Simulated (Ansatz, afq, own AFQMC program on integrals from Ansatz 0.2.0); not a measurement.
**Where AFQMC and coupled cluster stand for AlH⁻, doublet**

```xyz
2

Al    0.0000    0.0000    0.0000
H     0.0000    0.0000    3.1940
```

Basis aug-cc-pVDZ. Noble-gas cores (and the filled d shells of Ga–Kr and In–Xe) are frozen. AFQMC by an in-house program on the Cholesky factors that Ansatz 0.2.0 writes for its CCSD(T) run. ph-AFQMC/CISD is guided by a CISD state made of CCSD amplitudes; releasing the constraint for a short imaginary time cuts its bias at the price of noise, slowly where states lie close. Error bars are statistical, one sigma.

Determinant: UHF, the one that the program's search chose, which needn't be the lowest solution. The geometry is a point of a scan.

Full CI on the same integrals is exact in this basis and with this determinant's frozen core.

Cautions: an unrestricted solution with more broken spin lies lower (60 meV, ⟨S²⟩ 1.14); strong correlation (T1 0.080, weight of the determinant 0.82, largest double 0.09); unrestricted determinant spin contaminated (⟨S²⟩ 0.93 against 0.75); the released energies are still falling, so no released level is given (meV from the phaseless value at times in 1/Eh: -3.1 ± 2.0 at 0.24, -5.2 ± 1.4 at 0.51, -7.7 ± 1.7 at 0.99, -11.4 ± 1.5 at 1.62, -15.6 ± 1.5 at 2.40).

* T1 diagnostic: 0.0796
* weight of the determinant in the CISD state: 0.819
* ⟨S²⟩ of the determinant: 0.926
* size of the correlated space: 5 electrons in 31 orbitals

Reference: full CI, correlation energy -2.541 eV. The cautions show a poor starting determinant, so the rows tell how each method copes with it here, and full CI is the sure value.

```csv
level,E − E(reference) (meV),share of correlation (%)
HF,2541.2,0.00
MP2,993.2,60.92
CCSD,127.7,94.97
CCSD(T),49.3,98.06
CCSDT,5.9,99.77
CCSDT(Q),1.0,99.96
CCSDTQ,0.1,100.00
ph-AFQMC/HF,52.9 ± 26.6,97.92
ph-AFQMC/CISD,25.8 ± 2.4,98.98
```

CCSDT and higher add their correlation energy to the determinant of the CCSD(T) run, since their own runs factorise the integrals more tightly (a shift of under 2 meV). A walk keeps the symmetry of its determinant, which the program's search chose and which needn't be the lowest solution, so a lower state of the same spin and another symmetry isn't excluded.
